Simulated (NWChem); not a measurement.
## Lowest excitation of hydrazine (H4N2)

```xyz
6

N      0.1745    -0.6794     0.0738
N     -0.1745     0.6794     0.0738
H     -0.6458    -1.2306     0.3138
H      0.5122    -1.0120    -0.8307
H      0.6458     1.2306     0.3138
H     -0.5122     1.0120    -0.8307
```
Charge 0, spin multiplicity 1.

The numbers come from NWChem runs, not from measurements. All single points use one geometry, from PBE0/def2-SVP, a minimum by its harmonic frequencies. It is one conformer; others weren't searched.

Basis set: def2-SVPD.

Costs are rough ratios of processor time within this set of runs, SCF included, with CIS as 1.

The correlated methods keep 2 core orbitals frozen. B3LYP has NWChem's definition, with VWN1-RPA local correlation. Coupled-cluster values serve here as a point of comparison, not as the truth.

```csv
method,lowest vertical singlet excitation energy (eV),relative cost
CIS,___,1
TD-PBE,___,under 3
TDA-BHandHLYP,6.99,under 3
TD-B3LYP,6.30,under 3
EOM-CCSD,___,4
```

Question: What belongs in the gaps?

Answer: 
- CIS, lowest vertical singlet excitation energy (eV): 7.93
- TD-PBE, lowest vertical singlet excitation energy (eV): 5.86
- EOM-CCSD, lowest vertical singlet excitation energy (eV): 6.82
